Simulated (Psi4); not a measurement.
# S2O (Disulfur monoxide): TDA-wB97X/cc-pVQZ (density fitting, save jk yes, sweep point 5)

Aim: the excited states of S2O (Disulfur monoxide). 

Program for the calculation: Psi4 1.11.

### Step 1. The structure to begin with

S2O: 3 atoms, total charge 0, spin state singlet. SMILES: `O=S=S`. The coordinates come from a GFN2-xTB relaxation.

Bond lengths: O1–S2 1.448 Å, S2–S3 1.909 Å. Angles: O1–S2–S3 114.6°.

### Step 2. The vertical excitations at TDA-wB97X/cc-pVQZ (density fitting, save jk yes, sweep point 5)

Contents of calc.in:

```
memory 1600 mb

molecule molecule1 {
  0 1
  O      0.431370     1.195520     0.483120
  S      0.559470    -0.210460     0.159300
  S     -0.990830    -0.985060    -0.642420
  units angstrom
  symmetry c1
}

set basis cc-pVQZ
set puream true
set scf_type df
set dft_radial_points 99
set dft_spherical_points 590
set save_jk true

from psi4.driver.procrouting.response.scf_response import tdscf_excitations
result, w = energy("wb97x", return_wfn=True)
states = tdscf_excitations(w, states=4, tda=True)
```

Launch:

```
psi4 -n 1 calc.in calc.out
```

calc.out:

```text
[...]
  Running in c1 symmetry.
[...]
  Nuclear repulsion =  141.589658025273081
[...]
  Multiplicity = 1
[...]
  Nalpha       = 20
  Nbeta        = 20
[...]
    Number of basis functions: 173
[...]
   @DF-RKS iter   1:  -871.47943223728339   -6.16226e-02   3.67666e-03 ADIIS/DIIS
[...]
   @DF-RKS iter   9:  -871.62495009284930   -6.22771e-08   4.43170e-07 DIIS
[...]
    Orbital Energies [Eh]
    ---------------------
    Doubly Occupied:
       1A    -89.042148     2A    -88.906077     3A    -19.242563
       4A     -8.189253     5A     -8.068922     6A     -6.152624
       7A     -6.150485     8A     -6.145758     9A     -6.031080
      10A     -6.030126    11A     -6.022956    12A     -1.227730
      13A     -0.944985    14A     -0.731040    15A     -0.575924
      16A     -0.575013    17A     -0.574596    18A     -0.413409
      19A     -0.406705    20A     -0.384890
[...]
  @DF-RKS Final Energy:  -871.62495009284930
   => Energetics <=
    Nuclear Repulsion Energy =            141.5896580252730814
    One-Electron Energy =               -1483.9632799039256952
    Two-Electron Energy =                 516.0810309550870443
    DFT Exchange-Correlation Energy =     -45.3323591692837979
    Empirical Dispersion Energy =           0.0000000000000000
    VV10 Nonlocal Energy =                  0.0000000000000000
    Total Energy =                       -871.6249500928493035
[...]
 Multipole Moments:
 ------------------------------------------------------------------------------------
     Multipole            Electronic (a.u.)      Nuclear  (a.u.)        Total (a.u.)
 ------------------------------------------------------------------------------------
 L = 1.  Multiply by 2.5417464519 to convert [e a0] to [Debye]
 Dipole X            :          0.2515053           -0.0058035            0.2457018
 Dipole Y            :         -0.5235793           -0.0124088           -0.5359881
 Dipole Z            :          0.0000000           -0.0000000            0.0000000
 Magnitude           :                                                    0.5896207
[...]
**********                               WARNING                                **********
**********       The names of excited state variables changed between 1.5       **********
[...]
**********                               WARNING                                **********
**********  Length-gauge rotatory strengths are **NOT** gauge-origin invariant  **********
[...]
                                    Excitation Energy         Total Energy        Oscillator Strength             Rotatory Strength
[...]
Excited State    1 (1 A):   0.08889 au   512.60 nm f = 0.0002
[...]
Excited State    2 (1 A):   0.11066 au   411.74 nm f = 0.0004
[...]
Excited State    3 (1 A):   0.16879 au   269.95 nm f = 0.1086
[...]
Excited State    4 (1 A):   0.24888 au   183.07 nm f = 0.0022
[...]
**********                               WARNING                                **********
**********       The names of excited state variables changed between 1.5       **********
[...]
```

Run time: 34 s. Hardware: 1 thread of AMD EPYC 9R45 (Zen 5), shared host; peak memory 1.3 GiB.

The roots found:

```csv
excited state,energy (eV),strength,label
1,2.419,0.0002,A 1
2,3.011,0.0004,A 1
3,4.593,0.1086,A 1
4,6.772,0.0022,A 1
```

### Step 3. Results

At TDA-wB97X/cc-pVQZ (density fitting, save jk yes, sweep point 5):

| quantity | value |
| --- | --- |
| ground-state or mean-field energy | -871.62495 Eh |
| dipole moment (wB97X Kohn–Sham density) | 1.50 D |
| HOMO energy (wB97X Kohn–Sham orbitals) | -10.47 eV |
| LUMO energy (wB97X Kohn–Sham orbitals) | -1.98 eV |
| HOMO–LUMO gap (wB97X Kohn–Sham orbitals) | 8.49 eV |
| lowest excitation energy | 2.42 eV |

**Reading.** The brightest of the 4 transitions from the ground state lies at 4.59 eV (270 nm, f = 0.109); the lowest, at 2.42 eV, has f = 0.000.
